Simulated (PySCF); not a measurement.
O2S, SMILES O=S=O (connectivity only; charge and spin as stated), charge +1, multiplicity 2. Atoms are numbered in the order given.

```xyz
3

O      0.0000    -1.2979    -0.2852
S      0.0000     0.0000     0.2852
O      0.0000     1.2979    -0.2852
```
Charge +1, spin multiplicity 2.

Coordinates come from a PBE0-D3(BJ)/def2-TZVP optimisation. The spin state was assumed, not searched.

Two levels are set side by side: PBE/pcH-1 (PySCF) and PBE0/pcH-1 (PySCF). Contact hyperfine couplings, same geometry. Differences are taken from unrounded values.

| quantity | PBE0 | PBE | PBE minus PBE0 |
|---|---|---|---|
| A(iso) of 17O, atom O1 (MHz) | 8.5 | 3.7 | -4.8 |
| A(iso) of 33S, atom S2 (MHz) | 272.3 | 281.8 | 9.5 |
| A(iso) of 17O, atom O3 (MHz) | 8.5 | 3.7 | -4.8 |

Rough cost on one machine, each run with all the roots and properties that it gave: PBE0 against PBE within a factor of 2.
